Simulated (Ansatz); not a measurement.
Ansatz (an electronic-structure program) input (CCSD(T)/def2-SV(P)): A basis named .json is the Basis Set Exchange file of that set (core-valence sets with the plain set on hydrogen).

Ansatz 0.2 input:
```yaml
crystal:
  periodic: [false, false, false]
  atoms:
    - {symbol: C, position_ang: [-0.01161473, -0.02640307, 0.83180950]}
    - {symbol: C, position_ang: [0.01051919, -0.75709445, -0.62801581]}
    - {symbol: C, position_ang: [0.00595158, 0.55569554, -0.51323913]}
    - {symbol: H, position_ang: [0.88841082, -0.06781218, 1.45981855]}
    - {symbol: H, position_ang: [-0.92871443, -0.07190482, 1.43431575]}
    - {symbol: H, position_ang: [0.01116736, 1.50652892, -1.03746167]}
basis:
  gaussian:
    orbitals: def2-SV_P_.json
total_charge: -1
magnetization: {spin_polarized: false}
correlation: {method: ccsd_t, electrons: outside_noble_gas}
```

Output:

```
Functional definition: HF
integrals: 0.02 GiB planned
534 factors; integrals over basis functions are off by at most 1.6e-3 eV
mean field: 0.09 GiB planned
mean field evaluation 1: about -3130.2745 eV, gradient 1.9e1 eV
mean field evaluation 2: about -3130.2787 eV, gradient 1.9e1 eV
mean field evaluation 4: about -3131.6293 eV, gradient 3.3e0 eV
mean field evaluation 8: about -3131.6711 eV, gradient 4.5e-4 eV
mean field evaluation 16: about -3131.6665 eV, gradient 2.2e-1 eV
mean field -3131.67110158 eV, -115.0867902603 hartree, gradient 1.0e-6 eV, S^2 0.000000; 0 other end points of the search recorded, 0 dependent functions left out
3 core orbitals not correlated
reference -3131.67110158 eV, -115.0867902603 hartree; 8, 8 occupied and 37, 37 virtual orbitals, 534 factors
second order -10.33453022 eV of doubles, -0.00000000 eV of singles
coupled cluster: 0.09 GiB planned
cycle   1  -10.59815224 eV  change   -2.6e-1 eV  update   8.0e-2
cycle   2  -10.93234861 eV  change   -3.3e-1 eV  update   2.4e-2
cycle   3  -10.99400581 eV  change   -6.2e-2 eV  update   1.1e-2
cycle   4  -10.99428192 eV  change   -2.8e-4 eV  update   3.1e-3
cycle   5  -10.99518164 eV  change   -9.0e-4 eV  update   1.2e-3
cycle   6  -10.99493064 eV  change    2.5e-4 eV  update   3.8e-4
cycle   7  -10.99478430 eV  change    1.5e-4 eV  update   1.2e-4
cycle   8  -10.99479259 eV  change   -8.3e-6 eV  update   3.6e-5
cycle   9  -10.99478755 eV  change    5.0e-6 eV  update   1.0e-5
perturbative correction -0.44873288 eV, -0.0164906293 hartree
Total energy: -3143.11462202 eV, -115.5073318796 hartree
```
